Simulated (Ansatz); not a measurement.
# Worked example: vertical energy of the triplet above the singlet of CH6N2 (methylhydrazine)

CH6N2: 9 atoms, total charge 0, spin state singlet. SMILES: `CNN`. The coordinates come from a PBE0-D4/def2-TZVP relaxation. This is one conformer, not always the lowest.

Both states at this one shape; open shells run unrestricted unless said. 1 Eh = 27.2114 eV.

| level | program | singlet CH6N2 (Eh) | triplet CH6N2 (Eh) |
| --- | --- | --- | --- |
| CCSD(T)/jun-cc-pV(D+d)Z, 3 core orbitals frozen | Ansatz | -150.776454 | -150.569171 |
| CCSD(T)/aug-cc-pVDZ, 3 core orbitals frozen | Ansatz | -150.804176 | -150.605864 |

Question: Work out the vertical gap, second state less first, at each level.

Answer: 
1. CCSD(T)/jun-cc-pV(D+d)Z: -150.569171 − (-150.776454) = 0.207283 Eh = 5.64 eV.
2. CCSD(T)/aug-cc-pVDZ: -150.605864 − (-150.804176) = 0.198312 Eh = 5.40 eV.

No measured value is set beside it here; the levels span 5.40 to 5.64 eV.
